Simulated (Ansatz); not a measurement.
Species: SiH$_{3}$ (charge +1, singlet). 
Structure (B3LYP-D3(BJ)/def2-TZVP (Ansatz, an electronic-structure program) minimum search):
```
Si
H 1 1.4675
H 1 1.4675 2 120.00
H 1 1.4675 2 120.00 3 180.00
```
Charge +1, spin multiplicity 1.

Basis-set convergence of Hartree-Fock and CCSD correlation energies (hartree) with Ansatz. Valence correlation only, unless marked. No spin-orbit coupling. Non-relativistic.

| basis | functions | E(HF) | E(corr, CCSD) |
|---|---|---|---|
| def2-SVP | 33 | -290.25460 | -0.10832 |
| def2-TZVPP | 84 | -290.35891 | -0.12734 |
| def2-QZVPP | 160 | -290.36807 | -0.13266 |

Extrapolating the two largest sets (X = 3 and 4) as X^-3: E(corr) = (64·(-0.13266) - 27·(-0.12734))/37 = -0.1365 Eh, an estimate of the basis-set limit. The largest set recovers 97.2 % of it, the smallest 79.3 %.
